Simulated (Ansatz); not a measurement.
Geometry optimisation, RKS B3LYP/def2-SVP in Ansatz.

Input file:

```yaml
crystal:
  periodic: [false, false, false]
  atoms:
    - { symbol: Si, position_ang: [-0.751454, 0.740278, -0.71271] }
    - { symbol: "N", position_ang: [1.006175, -1.248653, 0.947763] }
    - { symbol: H, position_ang: [-1.621336, 1.495278, -1.655756] }
    - { symbol: H, position_ang: [-1.545529, 0.370015, 0.485234] }
    - { symbol: Cl, position_ang: [0.793776, 2.028116, -0.164592] }
    - { symbol: H, position_ang: [0.923493, -1.267847, -0.067176] }
    - { symbol: H, position_ang: [-0.208769, -0.422935, -1.37726] }
    - { symbol: H, position_ang: [1.331534, -0.319833, 1.209871] }
    - { symbol: H, position_ang: [0.072111, -1.37432, 1.334526] }
basis:
  gaussian: { orbitals: def2-SVP }
hamiltonian:
  xc: b3lyp
relax:
  f_tol: 0.03
  max_steps: 50
```

Launched with:

```bash
$ ansatz run input.yaml --threads 2 --pin off --max-ram 3072MiB --backend cpu --events-out ev --progress --plain --runs-dir out
```

Where does it end, and by what steps?

It converged. The force dipped under the threshold on the way, but the program's further checks kept it going. After 11 steps the energy has fallen by 0.139 eV; H6 moved furthest, 0.58 Å.

```
step  energy less start (eV)  largest force component (eV/Å)  accepted
   0                  0.0000                           0.811       yes
   1                 -0.0997                           0.245       yes
   2                 -0.1222                           0.306       yes
   3                 -0.1152                           0.817        no
   4                 -0.1305                           0.046       yes
   5                 -0.1372                           0.037       yes
   6                 -0.1384                           0.018       yes
   7                 -0.1387                           0.040       yes
   8                 -0.1388                           0.036       yes
   9                 -0.1389                           0.023       yes
  10                 -0.1391                           0.050       yes
  11                 -0.1391                           0.029       yes
```

```xyz
9
Properties=species:S:1:pos:R:3
Si -0.885 0.886 -0.847
N 1.167 -1.358 1.181
H -1.763 1.752 -1.677
H -1.647 0.362 0.315
Cl 0.699 2.054 -0.157
H 1.147 -1.715 0.224
H -0.348 -0.227 -1.672
H 1.428 -0.374 1.116
H 0.203 -1.381 1.518
```

Time of the run: 27 s on 2 threads of Intel(R) Xeon(R) Platinum 8259CL CPU @ 2.50GHz (Skylake/Cascade Lake), with other jobs on the host, peak memory 0.18 GiB.
